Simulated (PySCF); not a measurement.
ethane cation (C2H6), SMILES CC (connectivity only; charge and spin as stated), charge +1, multiplicity 2.

Coordinates come from a PBE0-D3(BJ)/def2-TZVP optimisation. The spin state was assumed, not searched.

The numbers are results of PBE0-D3(BJ)/def2-TZVP (PySCF), not measurements.

Frequencies are harmonic and unscaled.

Question: Give all harmonic wavenumbers and intensities. (An estimate is asked for; the answer gives what the named calculation found.)

Answer: 
```tsv
mode	ν (cm⁻¹)	IR (km/mol)	moving atoms (share of kinetic energy)
1	273	77.2	H 96 %
2	344	1481.7	H 90 %, C 10 %
3	403	0.0	H 77 %, C 23 %
4	662	13.6	H 96 %
5	768	93.5	H 95 %
6	789	0.0	H 79 %, C 21 %
7	1106	0.0	H 64 %, C 36 %
8	1158	0.0	H 75 %, C 25 %
9	1219	49.4	H 93 %
10	1295	0.0	H 58 %, C 42 %
11	1402	23.7	H 89 %, C 11 %
12	1502	0.0	H 70 %, C 30 %
13	2512	0.0	H 97 %
14	2570	185.2	H 94 %
15	2655	609.7	H 95 %
16	2796	0.0	H 92 %, C 8 %
17	3201	0.0	H 91 %, C 9 %
18	3212	30.5	H 92 %, C 8 %
```
